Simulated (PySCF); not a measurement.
## CF₂, singlet: molecular constants

Method: B3LYP in PySCF with C def2-TZVP, F def2-TZVP; no relativity; density-fitted integrals.

The structure is a minimum.

* Point group: C2v
* Bond lengths: C–F 1.304 Å (×2)
* Bond angles: F–C–F 104.8°
* Principal quadrupole moments (Buckingham, traceless) about the centre of mass: -2.10, -0.08, 2.18 D Å
* Enthalpy at 298.15 K above 0 K: 10.35 kJ/mol
* Entropy at 298.15 K and 1 bar: 240.9 J/(mol K)
* Zero-point energy: 18.0 kJ/mol
* Rotational constants: 2.919, 0.4161, 0.3642 cm⁻¹
* Atomisation energy without zero-point energy: 1069 kJ/mol
* Heat capacity Cp at 298.15 K: 38.9 J/(mol K)
* Principal polarisabilities: 12.9, 13.6, 17.7 bohr³
* Dipole moment: 0.63 D
* Highest occupied level: -8.64 eV
* Rotational symmetry number: 2
* Lowest empty level: -2.66 eV

Harmonic modes (masses in u: C 12.000, F 18.998):
| symmetry | ω (cm⁻¹) | IR (km/mol) | μ (u) |
| --- | --- | --- | --- |
| a1 | 670 | 3.0 | 17.80 |
| b2 | 1111 | 372 | 13.69 |
| a1 | 1228 | 115 | 13.81 |

In C2v the vibrations span 2a1 + b2. Here b1 is antisymmetric to the molecular plane and b2 lies in it.

Charges (e):
| atom | Mulliken | Löwdin | polar tensor | Mayer order to C1 |
| --- | --- | --- | --- | --- |
| C1 | 0.16 | -0.46 | 0.86 | – |
| F2,3 | -0.08 | 0.23 | -0.43 | 1.15 |

Mulliken populations on C1: s 3.86, p 1.79, d 0.17, f 0.03.

Outer orbital energies (eV). occupied: -19.55, -16.74, -15.46, -15.26, -13.40, -12.67, -8.64; empty: -2.66, 2.79, 2.85, 4.76.

Counting electrons, carbon keeps 2 of its valence electrons outside its bonds, so the VSEPR class is AX2E1 and the expected shape is bent (C2v), as computed.

The final relaxation and frequency run took 12 s on 2 threads of a shared Arm Neoverse V1 host, with 93 basis functions and 10 gradients; the process peaked at 0.85 GiB. Launch command: `OMP_NUM_THREADS=2 python axn.py task.json out`.
